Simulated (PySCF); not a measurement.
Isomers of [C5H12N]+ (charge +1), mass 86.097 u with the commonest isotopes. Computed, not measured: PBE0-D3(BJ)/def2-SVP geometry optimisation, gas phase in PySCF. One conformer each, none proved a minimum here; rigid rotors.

**Question.** Order these by rotational constant C, smallest first.
A. `[CH3:1][NH+:2]1[CH2:3][CH2:4][CH2:5][CH2:6]1` (charge +1) with C1–N2–C3–C4 166°, N2–C3–C4–C5 -23°, C3–C4–C5–C6 -2°, C4–C5–C6–N2 26°
B. `C[N+](=C(C)C)C`
C. `[CH3:1][NH2+:2][CH2:3][CH:4]1[CH2:5][CH2:6]1` (charge +1) with C1–N2–C3–C4 -177°, N2–C3–C4–C5 77°
D. `[CH3:1][NH2+:2][CH:3]1[CH2:4][CH2:5][CH2:6]1` (charge +1) with C1–N2–C3–C4 -68°, N2–C3–C4–C5 -141°, C3–C4–C5–C6 20°, C4–C5–C6–C3 -20°, N2–C3–C6–C5 141°
E. `C([N+](C)(C)C)=C`

**Answer.** C (1596 MHz), D (1925 MHz), B (1993 MHz), A (2278 MHz), E (2763 MHz).

**Question.** Order these by rotational constant A, largest first.
A. `CC(C)=[N+](C)C`
B. `[CH3:1][NH2+:2][CH:3]1[CH2:4][CH2:5][CH2:6]1` (charge +1) with C1–N2–C3–C4 -68°, N2–C3–C4–C5 -141°, C3–C4–C5–C6 20°, C4–C5–C6–C3 -20°, N2–C3–C6–C5 141°
C. `[CH3:1][NH2+:2][CH2:3][CH:4]1[CH2:5][CH2:6]1` (charge +1) with C1–N2–C3–C4 -177°, N2–C3–C4–C5 77°
D. `C[N+](C)(C)C=C`
E. `[CH3:1][NH+:2]1[CH2:3][CH2:4][CH2:5][CH2:6]1` (charge +1) with C1–N2–C3–C4 166°, N2–C3–C4–C5 -23°, C3–C4–C5–C6 -2°, C4–C5–C6–N2 26°

**Answer.** C (10160 MHz), B (8008 MHz), E (6377 MHz), D (4650 MHz), A (4487 MHz).

**Question.** Order these by out-of-plane moment Σ m c² = (Ia + Ib − Ic)/2, smallest first.
A. `[CH3:1][NH2+:2][CH:3]1[CH2:4][CH2:5][CH2:6]1` (charge +1) with C1–N2–C3–C4 -68°, N2–C3–C4–C5 -141°, C3–C4–C5–C6 20°, C4–C5–C6–C3 -20°, N2–C3–C6–C5 141°
B. `[N+](C)(=C(C)C)C`
C. `C=C[N+](C)(C)C`
D. `[CH3:1][NH2+:2][CH2:3][CH:4]1[CH2:5][CH2:6]1` (charge +1) with C1–N2–C3–C4 -177°, N2–C3–C4–C5 77°
E. `[CH3:1][NH+:2]1[CH2:3][CH2:4][CH2:5][CH2:6]1` (charge +1) with C1–N2–C3–C4 166°, N2–C3–C4–C5 -23°, C3–C4–C5–C6 -2°, C4–C5–C6–N2 26°

**Answer.** B (6.55 u·Å²), E (12.06 u·Å²), A (12.90 u·Å²), D (17.04 u·Å²), C (52.44 u·Å²).

```tsv
SMILES	point group	Ia (u·Å²)	Ib (u·Å²)	Ic (u·Å²)	κ	μa (D)	μb (D)	μc (D)
C[NH2+]CC1CC1	C1	49.74	301.04	316.69	-0.98	5.06	0.87	0.74
C[NH+]1CCCC1	–	79.25	166.75	221.87	-0.63	2.14	0.01	0.75
C=C[N+](C)(C)C	Cs	108.69	179.10	182.90	-0.94	1.08	0.26	0.00
CC(C)=[N+](C)C	C2	112.62	154.09	253.61	0.03	0.21	0.00	0.00
C[NH2+]C1CCC1	C1	63.11	225.16	262.48	-0.90	4.39	1.51	0.66
```
